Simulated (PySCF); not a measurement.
methanol cation (CH4O), SMILES CO (connectivity only; charge and spin as stated), charge +1, multiplicity 2. Atoms are numbered in the order given.

```xyz
6

C     -0.0676    -0.6349     0.0000
O      0.1315     0.7051     0.0000
H      0.5763    -1.0473     0.8274
H      0.5763    -1.0473    -0.8274
H     -1.1007    -0.9733     0.0000
H     -0.6985     1.2366     0.0000
```
Charge +1, spin multiplicity 2.

Coordinates come from a ωB97X-D3(BJ)/def2-TZVP optimisation. The multiplicity is an assumed one; other spin states were not compared.

Computed with B3LYP/pcH-1 run with PySCF.

Unrestricted Kohn–Sham, ⟨S²⟩ = 0.754. Hyperfine tensors hold the contact and dipolar terms, without spin-orbit corrections.

Computed hyperfine couplings:
```csv
nucleus,A(iso) (MHz),A(iso) (G),dipolar principal values (MHz)
13C no. 1,-43.3,-15.5,"-22.7, -14.9, 37.6"
17O no. 2,-54.6,-19.5,"-214.1, 105.5, 108.6"
1H no. 3,390.4,139.3,"-16.3, -10.7, 27.0"
1H no. 4,390.4,139.3,"-16.3, -10.7, 27.0"
1H no. 5,-12.3,-4.4,"-8.5, -5.5, 14.0"
1H no. 6,-51.0,-18.2,"-46.4, -17.7, 64.1"
```

### Question
And the g tensor (effective nuclear charges for spin-orbit coupling, GIAO)? (Estimate from the structure and the level; the computed values follow.)

### Answer
principal values 2.0021, 2.0066, 2.0128; isotropic 2.0072.
